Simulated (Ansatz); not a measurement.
**Zirconium, hcp under RPBE: ground state and equation of state**

The plan for zirconium in the hcp structure: relax it, solve it on a dense k-mesh, switch on spin-orbit coupling, then scale the cell to 7 volumes from 88 to 112 % of the relaxed one and try a fit of the equation of state. The start is ferromagnetic. The k-meshes are 11×11×6 for the relaxation; 18×18×10 for the dense run; 11×11×6 for spin-orbit coupling; 18×18×10 for the volumes. It starts from a deposited cell (COD).

Method: DFT RPBE, plane waves (420 eV) with PAW, scalar-relativistic; PBE-made PAW files, in Ansatz 0.2.0.

### 1 The starting structure

The structure is hexagonal, space group P6_3/mmc (No. 194). Conventional cell: a = 3.232 Å, b = 3.232 Å, c = 5.147 Å, α = 90.00°, β = 90.00°, γ = 120.00°. Around Zr (site symmetry -6m2) lie 12 Zr at 3.18 to 3.23 Å.

Coordinates:

```
Zr
1.0
     3.23200    0.00000    0.00000
    -1.61600    2.79899    0.00000
     0.00000    0.00000    5.14700
Zr
2
Direct
  0.33333 0.66667 0.25000
  0.66667 0.33333 0.75000
```

Starting moments (μB): +1 ×2.

### 2 Relaxation of the cell

Contents of input.yaml:

```yaml
crystal:
  lattice:
    - [3.2319982225, 0.0, 0.0]
    - [-1.6159991112, 2.7989925656, 0.0]
    - [0.0, 0.0, 5.147]
  atoms:
    - { symbol: Zr, position: [0.3333333333, 0.6666666667, 0.25], spin: 1.0 }
    - { symbol: Zr, position: [0.6666666667, 0.3333333333, 0.75], spin: 1.0 }
hamiltonian:
  xc: rpbe
  pseudopotentials:
    kind: paw
    azcp:
      Zr: "pseudopotentials/Zr.paw.azcp"
basis:
  ecutwfc: 420
  fft_grid_basis: typed
kpoints:
  mp_grid: { grid: [11, 11, 6], shift: [0, 0, 0] }
magnetization:
  spin_polarized: true
scf:
  occupations: { method: fermi_dirac, width: 0.05 }
relax:
  max_steps: 60
  f_tol: 0.01
  cell: {}
```

Further steps of the session: Dense single point; With spin-orbit coupling; Volume × 0.88; Volume × 0.92; Volume × 0.96; Volume × 1.0; Volume × 1.04; Volume × 1.08; Volume × 1.12.

Before running it: what results should come out? Wanted: space group; conventional cell; volume; shortest distance; gap on the mesh; magnetic state; V₀, B₀, B₀′.

As calculated:

```
                      quantity                                   value
space group (spins left aside)                      P6_3/mmc (No. 194)
             conventional cell  a = 3.261 Å, c = 5.200 Å (c/a = 1.595)
                        volume                          23.947 Å³/atom
             shortest distance                                 3.210 Å
   against the measured volume                 +2.9 % (23.281 Å³/atom)
               gap on the mesh            none (levels filled in part)
                magnetic state                            non-magnetic
                   V₀, B₀, B₀′             23.963 Å³/atom, 89 GPa, 3.3
```

What this shows: RPBE puts the volume 2.9 % above the deposited one. Cells that are too large are usual for this functional. Zero-point motion and any thermal expansion in the deposited cell, which the calculation lacks, would widen the miss. The moments die out: the run ends non-magnetic. No gap shows: it is a metal or semimetal at this level. Totals with and without spin-orbit coupling (-0.85 eV/atom apart) can't be read as binding, since the two-component data shift the zero of energy. B₀ comes out at 89 GPa; letting shape and positions relax at each volume could only lower it.
